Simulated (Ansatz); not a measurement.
**C₃H₆N₂O: geometry**

Wanted for C₃H₆N₂O: geometry.

Method: the levels named in each step, in Ansatz 0.2.0.

**1. The starting structure**

Bond lengths: C2–C3 1.364 Å, C3–N4 1.367 Å, N4–C5 1.352 Å, C2–N6 1.359 Å, C5–N6 1.303 Å, O1–H7 0.973 Å, O1–H8 0.958 Å, C2–H9 1.071 Å, C3–H10 1.070 Å, N4–H11 1.007 Å, C5–H12 1.071 Å. Angles: C2–C3–N4 105.7°, C2–C3–H10 131.8°, N4–C3–H10 122.5°, C3–C2–N6 109.8°, C3–C2–H9 129.4°, N6–C2–H9 120.8°, C3–N4–C5 106.8°, C3–N4–H11 126.1°, C5–N4–H11 127.0°, N4–C5–N6 111.5°, N4–C5–H12 123.6°, N6–C5–H12 124.8°, C2–N6–C5 106.1°, H7–O1–H8 105.8°.

Structure file:

```xyz
12

O    -1.8860   -1.4507   -2.1028
C    -0.5825    0.8164    0.5872
C     0.5186    1.3704    1.1704
N     1.5592    0.5409    0.8598
C     1.0494   -0.4640    0.1132
N    -0.2343   -0.3248   -0.0644
H    -1.3397   -0.9991   -1.4366
H    -2.0827   -2.3143   -1.7368
H    -1.5975    1.1575    0.5902
H     0.6448    2.2550    1.7589
H     2.5196    0.6648    1.1350
H     1.6375   -1.2686   -0.2793
```

**2. A rough first relaxation, PBE-D4/def2-SVP**

File input.yaml:

```yaml
crystal:
  periodic: [false, false, false]
  atoms:
    - { symbol: O, position_ang: [-1.88597, -1.45072, -2.10276] }
    - { symbol: C, position_ang: [-0.58251, 0.81642, 0.58719] }
    - { symbol: C, position_ang: [0.51858, 1.3704, 1.17039] }
    - { symbol: "N", position_ang: [1.55922, 0.54087, 0.85982] }
    - { symbol: C, position_ang: [1.04942, -0.46399, 0.1132] }
    - { symbol: "N", position_ang: [-0.23431, -0.32476, -0.06437] }
    - { symbol: H, position_ang: [-1.33969, -0.99911, -1.43656] }
    - { symbol: H, position_ang: [-2.08265, -2.31426, -1.73675] }
    - { symbol: H, position_ang: [-1.5975, 1.15752, 0.59022] }
    - { symbol: H, position_ang: [0.64482, 2.255, 1.75888] }
    - { symbol: H, position_ang: [2.51959, 0.66481, 1.13504] }
    - { symbol: H, position_ang: [1.63751, -1.26863, -0.27929] }
basis:
  gaussian: { orbitals: def2-SVP }
hamiltonian:
  xc: pbe
  dispersion: d4
relax:
  f_tol: 0.03
  max_steps: 200
```

On the command line:

```
$ ansatz run input.yaml --threads 4 --pin off --max-ram 10240MiB --backend cpu --events-out ev --progress --plain --runs-dir out
```

Further steps of the session: Relaxation, PBE0-D4/def2-TZVPP.

**Question.** What will these runs give? Wanted: C2–C3 at PBE0-D4/def2-TZVPP; C2–N6 at PBE0-D4/def2-TZVPP; C3–N4 at PBE0-D4/def2-TZVPP.

**Answer**, as computed:

| quantity | value |
| --- | --- |
| C2–C3 at PBE0-D4/def2-TZVPP | 1.364 Å |
| C2–N6 at PBE0-D4/def2-TZVPP | 1.367 Å |
| C3–N4 at PBE0-D4/def2-TZVPP | 1.369 Å |

What this shows: The table above holds the result.
